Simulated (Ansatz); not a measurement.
`CC1C=NCO1` → `C1=NCOC1` + `[CH2]` (triplet) at 500 K and 1 bar (formal loss of a carbene).

Gas-phase electronic energies from Ansatz, PBE0-D4/def2-TZVP geometries. CCSD(T)/CBS is the MP2 limit (def2-TZVPP, def2-QZVPP) plus CCSD(T) − MP2 in def2-TZVPP, frozen cores. This one scheme is used for every species. Triplets are unrestricted, without spin–orbit coupling.

```json
{"species": "`CC1C=NCO1`", "CCSD(T)/CBS energy (Eh)": "-286.26626", "H − E (kJ/mol)": "329.0", "S (J/(mol·K))": "376.9"}
{"species": "`C1=NCOC1`", "CCSD(T)/CBS energy (Eh)": "-246.99899", "H − E (kJ/mol)": "245.9", "S (J/(mol·K))": "332.4"}
{"species": "`[CH2]` (triplet)", "CCSD(T)/CBS energy (Eh)": "-39.09499", "H − E (kJ/mol)": "62.7", "S (J/(mol·K))": "213.9"}
```

H − E and S are ideal-gas, rigid-rotor, harmonic terms from PBE0-D4/def2-TZVP, for one conformer and one mirror image of each species, with the whole ground term of open shells counted as degenerate. 1 Eh = 2625.50 kJ/mol, R = 8.31446 J/(mol·K).

**Question.** By hand: ΔE, ΔH, ΔS and ΔG.

**Answer.** ΔE = (-246.99899) + (-39.09499) − (-286.26626) = 0.17228 Eh = 452.3 kJ/mol. Δ(H − E) = 245.9 + 62.7 − 329.0 = -20.4, so ΔH = 431.9 kJ/mol. ΔS = 332.4 + 213.9 − 376.9 = 169.4 J/(mol·K). ΔG = 431.9 − 500 × (169.4)/1000 = 347.2 kJ/mol.

**Question.** By hand: the equilibrium constant, and the temperature at which ΔG would vanish if ΔH and ΔS stayed fixed.

**Answer.** log₁₀ K = −ΔG/(RT ln 10) = -36.3. ΔG = 0 at ΔH/ΔS = 2550 K, far beyond where these terms or the molecules hold.

The number of gas molecules changes by +1, which sets the sign of ΔS. A doubt of 5 kJ/mol in ΔE shifts log₁₀ K by 0.5 here. Other conformers and mirror images would add mixing entropy, several J/(mol·K) or more a flexible species. A triplet takes part, so the spin changes. These are equilibria of isolated gas molecules and say nothing of rates. Largest T1 diagnostic: 0.012 (customary marks: 0.02 for closed shells, 0.045 for open ones).
